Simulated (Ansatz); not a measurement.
# UB3LYP/3-21G run of [AlH3]− (SMILES [AlH3-])

What is the energy change on altering one bond length of [AlH3]− at UB3LYP/3-21G? 

The results are computed with Ansatz 0.2.0.

## Step 1: Starting point

[AlH3]−: 4 atoms, total charge -1, spin state doublet. SMILES: `[AlH3-]`. Geometry: a GFN2-xTB relaxation, a rough one for these elements and not checked as a minimum.

Bond lengths: Al1–H2 1.684 Å, Al1–H3 1.685 Å, Al1–H4 1.685 Å. Angles: H2–Al1–H3 101.1°, H2–Al1–H4 101.1°, H3–Al1–H4 101.1°.

## Step 2: The energy at UB3LYP/3-21G

Contents of input.yaml:

```yaml
crystal:
  periodic: [false, false, false]
  atoms:
    - {symbol: Al, position_ang: [-0.161060, 0.455350, -0.307260]}
    - {symbol: H, position_ang: [0.471920, 0.754070, 1.224440]}
    - {symbol: H, position_ang: [-1.350110, -0.683860, 0.050500]}
    - {symbol: H, position_ang: [1.039250, -0.525560, -0.967690]}
basis:
  gaussian:
    orbitals: 3-21G.json
total_charge: -1
magnetization:
  spin_polarized: true
  initial_magnetization: 1
hamiltonian:
  xc: {name: B3LYP}
accuracy: high
```

The basis set 3-21G is read from a file made from the Basis Set Exchange's data (not shown).

Started as:

```console
$ ansatz run input.yaml --threads 1 --pin off --max-ram 2610MiB --events-out events.jsonl --progress --plain --runs-dir runs
```

Output:

```text
Warning: RAYON_NUM_THREADS=1 ignored (pool sized by the plan → 1); use --threads N
Functional definition: B3LYP
  name "B3LYP"
  parameter a0 = 0.2
  parameter ax = 0.72
  parameter ac = 0.81
  exchange = (1 - a0 - ax)*slater_x + ax*b88_x + a0*exact_x
  correlation = (1 - ac)*vwn_rpa_c + ac*lyp_c
371 factors; integrals over basis functions are off by at most 3.3e-9 eV
mean field evaluation 1: about -6608.3729 eV, gradient 5.4e0 eV
mean field evaluation 2: about -6608.5612 eV, gradient 3.1e0 eV
mean field evaluation 4: about -6608.6581 eV, gradient 2.7e-1 eV
mean field evaluation 8: about -6608.6589 eV, gradient 4.7e-3 eV
mean field evaluation 16: about -6608.6589 eV, gradient 2.6e-7 eV
mean field -6608.65890303 eV, -242.8637351764 hartree, gradient 7.0e-8 eV, S^2 0.750389; 0 other end points of the search recorded, 0 dependent functions left out
reference -6608.65893598 eV, -242.8637363872 hartree; 9, 8 occupied and 10, 11 virtual orbitals, 371 factors
Total energy: -6608.65893598 eV, -242.8637363872 hartree
```

Run time: 1.1 s. Hardware: 1 thread of Arm Neoverse V2, shared host; peak memory 0.11 GiB.

## Step 3: The distorted shape

Contents of molecule.yaml:

```yaml
crystal:
  periodic: [false, false, false]
  atoms:
    - {symbol: Al, position_ang: [-0.319322, 0.380662, -0.690227]}
    - {symbol: H, position_ang: [0.471920, 0.754070, 1.224440]}
    - {symbol: H, position_ang: [-1.508372, -0.758548, -0.332467]}
    - {symbol: H, position_ang: [0.880988, -0.600248, -1.350657]}
basis:
  gaussian:
    orbitals: 3-21G.json
total_charge: -1
magnetization:
  spin_polarized: true
  initial_magnetization: 1
accuracy: high
hamiltonian:
  xc: {name: B3LYP}
```

The basis set 3-21G is read from a file made from the Basis Set Exchange's data (not shown).

Started as:

```console
$ ansatz run molecule.yaml --threads 1 --pin off --max-ram 2610MiB --events-out events.jsonl --progress --plain --runs-dir runs
```

Output, shortened:

```text
Warning: RAYON_NUM_THREADS=1 ignored (pool sized by the plan → 1); use --threads N
[... 7 set-up lines as earlier in the session ...]
370 factors; integrals over basis functions are off by at most 3.3e-9 eV
mean field evaluation 1: about -6607.7164 eV, gradient 6.1e0 eV
mean field evaluation 2: about -6607.8605 eV, gradient 4.8e0 eV
mean field evaluation 4: about -6608.1366 eV, gradient 1.6e-1 eV
mean field evaluation 8: about -6608.1355 eV, gradient 4.9e-3 eV
mean field evaluation 16: about -6608.1355 eV, gradient 1.8e-6 eV
mean field -6608.13548020 eV, -242.8444997423 hartree, gradient 8.3e-8 eV, S^2 0.750343; 0 other end points of the search recorded, 0 dependent functions left out
reference -6608.13551336 eV, -242.8445009610 hartree; 9, 8 occupied and 10, 11 virtual orbitals, 370 factors
Total energy: -6608.13551336 eV, -242.8445009610 hartree
```

It took 1.1 s on 1 thread of Arm Neoverse V2, shared host; peak memory 0.11 GiB.

## Step 4: Outcome

Level: UB3LYP/3-21G.

| quantity | value |
| --- | --- |
| first shape: total energy | -242.86374 Eh |
| first shape: ⟨S²⟩ | 0.750 |
| distorted shape: total energy | -242.84450 Eh |
| distorted shape: ⟨S²⟩ | 0.750 |
| energy change with the Al1–H2 bond stretched from 1.684 to 2.105 Å | 0.523 eV |

What this shows: With the Al1–H2 bond stretched from 1.684 to 2.105 Å the energy rises by 0.52 eV (12.1 kcal/mol). The first shape isn't relaxed at this level, so the change isn't measured from a minimum.
